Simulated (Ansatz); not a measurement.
Rock-salt MgS was calculated with LC-ωPBE (PAW; Ansatz, a first-principles code).

Run with plane-wave cutoff 520 eV, 10×10×10 k mesh, scalar-relativistic PAW data made under PBE.

Computed at the level's own relaxed cell.

Problem. What does this level give for the Voigt–Reuss–Hill shear modulus (Hill average), elastic constant C44, Poisson ratio, elastic constant C12 and elastic constant C11?

Solution. 
Voigt–Reuss–Hill shear modulus (Hill average): 60.8 GPa
elastic constant C44: 62.1 GPa
Poisson ratio: 0.216
elastic constant C12: 47.4 GPa
elastic constant C11: 165 GPa

Elastic constants are with the ions relaxed.
